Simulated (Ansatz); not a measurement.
Reaction (SMILES): F (HF) → [F-] + H+
B3LYP-D3(BJ)/def2-TZVP geometries, fixed; electronic energies without zero-point terms.
Largest species:
```
F
H 1 0.9245
```

Basis-set convergence of the deprotonation energy at wB97M-V with Ansatz (a program for electronic structure). All functions are spherical. The program fits the integrals of some runs and decomposes those of others, by size. The functional holds VV10 correlation; no added dispersion term, no relativity. Functions are those of the species that has most. Reference: the value in aug-cc-pV5Z, 373.03 kcal/mol, itself unsure by roughly 0.10 kcal/mol (its mean distance from aug-pcseg-3, aug-cc-pVQZ, def2-QZVPPD). Deviations are taken from unrounded values.

```tsv
basis	functions	deprotonation energy (kcal/mol)	minus reference (kcal/mol)
cc-pVDZ	19	416.40	43.36
def2-SVP	19	415.41	42.38
aug-cc-pVDZ	32	369.61	-3.43
cc-pVTZ	44	397.46	24.43
def2-TZVPD	49	371.47	-1.56
6-311++G(3df,3pd)	57	374.45	1.41
def2-TZVPPD	57	372.42	-0.62
aug-pcseg-3	134	372.96	-0.07
pcseg-4	162	374.00	0.96
```
